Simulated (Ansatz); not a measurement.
**CHBSi (quintet): the correlation ladder, def2-QZVPP**

One table from this session's results is given with a row withheld; the runs are named, their logs left out.

Program: Ansatz 0.2.0, Gaussian basis. Level of theory: def2-QZVPP, core rule «outside noble gas», up to 7 orbitals frozen. These are calculated values, not measurements.

Plan: UHF; ROHF; CCSD(T) on UHF.

9 further runs of the same task are left out: 1 that didn't finish, 8 set aside as unsound or not needed.

**The system**

The geometry is a PBE0/def2-TZVP stationary point (not a proven minimum) of the parent state, kept for this charge and spin.

4 atoms, charge 0, spin multiplicity 5.

Atoms are counted from 1 here; the program's logs count them from 0.

Bond lengths: B1–Si2 1.863 Å, Si2–C3 1.679 Å, C3–H4 1.082 Å. Angles: B1–Si2–C3 143.8°, Si2–C3–H4 141.9°.

Set-up of the first run:

Input file in.yaml:

```yaml
crystal:
  periodic: [false, false, false]
  atoms:
    - {symbol: B, position_ang: [0.000000, -0.307706, 1.826587]}
    - {symbol: Si, position_ang: [0.000000, 0.244910, 0.047705]}
    - {symbol: C, position_ang: [0.000000, -0.300317, -1.540627]}
    - {symbol: H, position_ang: [0.000000, 0.054790, -2.562688]}
basis:
  gaussian: {orbitals: "def2-QZVPP.json"}
magnetization: {spin_polarized: true, initial_magnetization: 4}
hamiltonian: {xc: hf}
output: {orbitals: {seedname: orbitals}}
```

Launch:

```
ansatz run in.yaml --threads 1 --pin off --events-out ev --progress --plain --max-ram 2393MiB
```

Among the steps run: UHF; ROHF; CCSD(T) on UHF.

One table of the session follows, with a row left open; its other results are not shown here.

| method | from UCCSD(T) (meV) |
| --- | --- |
| ROHF | +9534.6 |
| UHF | +8802.4 |
| UMP2 | +1706.3 |
| UCCSD | ? |
| UCCSD(T) | 0 |

Q: Estimate the row for UCCSD from the others.

The run gave: from UCCSD(T) (meV): +488.7. In the column «from UCCSD(T) (meV)» it lies between UCCSD(T) (0) and UMP2 (+1706.3).
